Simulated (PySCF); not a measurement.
**MgO: from constants to spectrum**

UHF-CCSD(T) constants of MgO, ³Π (triplet), unpaired electrons σ ↑, π ↑ (Mg x2c-SVPall, O x2c-SVPall; spin-free X2C with a Gaussian nucleus (PySCF 2.14); masses 23.9850 and 15.9949 u):

```
ωe           : 637.6 cm⁻¹
ωexe         : 3.43 cm⁻¹
Be           : 0.48237 cm⁻¹
αe           : 0.00398 cm⁻¹
De to Mg + O : 1.86 eV
```

(1) What force constant and bond length do these constants imply?

(2) Estimate the centrifugal constant D from the Kratzer relation and find the Dunham coefficient a1.

Correlated steps freeze 2 core orbitals. Correlated levels converge slowly with the basis: in double zeta they bind strong bonds too weakly, by up to about 1 eV, and carry superposition errors of some tenths. The state was picked by a PBE0 search and need not be the measured ground state.

## Answers

(1) Reduced mass μred = 9.5958 u; k = 5.8918×10⁻⁷·μred·ωe² (u, cm⁻¹, mdyn/Å) = 2.30 mdyn/Å; Re = √(16.8576/(μred·Be)) (u, cm⁻¹, Å) = 1.908 Å.

(2) D = 4Be³/ωe² = 1.1e-06 cm⁻¹; a1 = −1 − αeωe/(6Be²) = -2.82.
